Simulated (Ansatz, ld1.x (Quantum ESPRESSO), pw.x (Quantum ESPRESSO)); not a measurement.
**Equation-of-state test of one PAW potential (C (Z = 6))**

C, PAW, made with ld1.x (Quantum ESPRESSO) 7.5 (PBEsol, scalar-relativistic). Core [He], reference 2s2 2p2. Waves: 2s (bound): rcut 1.10, rcutus 1.35 bohr; 2s channel at 0.65 Ry: rcut 1.10, rcutus 1.35 bohr; 2p (bound): rcut 1.55, rcutus 2.05 bohr; 2p channel at 0.05 Ry: rcut 1.55, rcutus 2.05 bohr. Local part: all-electron potential smoothed inside 1.85 bohr (lloc = -1). Core correction: none. Augmentation charge: BESSEL, radius 1.00 bohr.

Atomic tests: cutoffs needed: 15 Ry and 21 Ry (the cutoffs (Ry, on a coarse ladder) from which the occupation-weighted sum of valence levels, in a spherical-Bessel basis at the reference potential, stays within 10 and 1 mRy of its value at 400 Ry); ghost test: no extra level below or beside the all-electron valence levels (s, p, d, f tested) (spherical-Bessel basis up to 400 Ry, 20 bohr box); configuration tests: test run stopped at test 2 of 7 (negative rho).

Crystal test: fcc C in pw.x 7.5, no spin, 18³ k-points, Fermi–Dirac smearing 0.01 Ry, cutoffs 40/320 Ry. The reference is all-electron LAPW (Ansatz 0.2.0) with the same functional, mesh and smearing; V0 and B0 come from Birch–Murnaghan fits to the pressures at five volumes. Errors are pseudo minus all-electron; Δ is the rms difference of the E(V) curves that follow from these fits, minima aligned, over ±6 % about the mean V0. Mesh and smearing are coarse, so the numbers serve the comparison and aren't converged zero-temperature values; the lattice is a test structure that the element need not adopt.

All-electron: a0 = 3.037 Å (V0 = 7.00 Å³/atom), B0 = 172.8 GPa.

How far does the potential miss the all-electron equation of state?

mean pressure error (GPa): +6.52; a0 (Å): 3.075; a0 error (%): +1.26; B0 error (%): +1.1; Δ (meV/atom): 10.2. This is a poor potential for the solid. Atomic configuration tests: test run stopped at test 2 of 7 (negative rho).

```json
{"V (Å³/atom)": "6.796", "P all-electron (GPa)": "5.38", "P pseudo (GPa)": "13.29"}
{"V (Å³/atom)": "6.975", "P all-electron (GPa)": "0.61", "P pseudo (GPa)": "7.75"}
{"V (Å³/atom)": "7.154", "P all-electron (GPa)": "-3.62", "P pseudo (GPa)": "2.82"}
{"V (Å³/atom)": "7.333", "P all-electron (GPa)": "-7.38", "P pseudo (GPa)": "-1.55"}
{"V (Å³/atom)": "7.512", "P all-electron (GPa)": "-10.73", "P pseudo (GPa)": "-5.44"}
```

At the middle volume, how do free energy and pressure move when the wave cutoff is lowered (ecutrho held at 320 Ry)?

```tsv
cutoff (Ry)	shift of F (meV/atom)	shift of P (GPa)
18	+16.9	-1.39
24	+8.9	-0.41
32	+2.1	-0.27
```

Input at the middle volume:

```
&control
  calculation='scf', prefix='x', pseudo_dir='./', outdir='./tmp', tstress=.true., disk_io='none'
/
&system
  ibrav=0, nat=1, ntyp=1, ecutwfc=40, ecutrho=320, nbnd=9,
  occupations='smearing', smearing='fd', degauss=0.01
/
&electrons
  conv_thr=1e-09, mixing_beta=0.4, electron_maxstep=70
/
ATOMIC_SPECIES
C 1.0 C.UPF
CELL_PARAMETERS angstrom
  0.00000000 1.52934798 1.52934798
  1.52934798 0.00000000 1.52934798
  1.52934798 1.52934798 0.00000000
ATOMIC_POSITIONS crystal
C 0.0000 0.0000 0.0000
K_POINTS automatic
18 18 18 0 0 0
```

```bash
pw.x < C.scf.in > C.scf.out
```

Lines of the output:

```
Message from routine setup:
     using ibrav=0 with symmetry is DISCOURAGED, use correct ibrav instead
     lattice parameter (alat)  =       4.0871  a.u.
     unit-cell volume          =      48.2776 (a.u.)^3
     number of electrons       =         4.00
     number of Kohn-Sham states=            9
     kinetic-energy cutoff     =      40.0000  Ry
     charge density cutoff     =     320.0000  Ry
     scf convergence threshold =      1.0E-09
     Exchange-correlation= SLA  PW   PSX  PSC
     number of k points=   195  Fermi-Dirac smearing, width (Ry)=  0.0100
     iteration #  1     ecut=    40.00 Ry     beta= 0.40
     total energy              =     -17.78250904 Ry
     estimated scf accuracy    <       0.00067784 Ry
     iteration #  2     ecut=    40.00 Ry     beta= 0.40
     total energy              =     -17.78257371 Ry
     estimated scf accuracy    <       0.00017289 Ry
     iteration #  3     ecut=    40.00 Ry     beta= 0.40
     total energy              =     -17.78260741 Ry
     estimated scf accuracy    <       0.00000797 Ry
     iteration #  4     ecut=    40.00 Ry     beta= 0.40
     total energy              =     -17.78260863 Ry
     estimated scf accuracy    <       0.00000001 Ry
     iteration #  5     ecut=    40.00 Ry     beta= 0.40
     total energy              =     -17.78260866 Ry
     estimated scf accuracy    <          3.7E-09 Ry
     iteration #  6     ecut=    40.00 Ry     beta= 0.40
     the Fermi energy is    10.6806 ev
!    total energy              =     -17.78260866 Ry
     estimated scf accuracy    <          2.5E-10 Ry
     smearing contrib. (-TS)   =      -0.00169497 Ry
     The total energy is F=E-TS. E is the sum of the following terms:
     one-electron contribution =       4.75998877 Ry
     hartree contribution      =       0.44413165 Ry
     xc contribution           =      -3.19544887 Ry
     ewald contribution        =     -12.69144528 Ry
     one-center paw contrib.   =      -7.09813996 Ry
     convergence has been achieved in   6 iterations
          total   stress  (Ry/bohr**3)                   (kbar)     P=       28.21
     Message from routine punch:
     Nothing written, as per user request (disk_io='none')
```

The run at the middle volume (195 k-points, 6 iterations) took about 4.5 s on one core of a shared host (Neoverse-V2, 96 threads, 742 GiB, load 50).
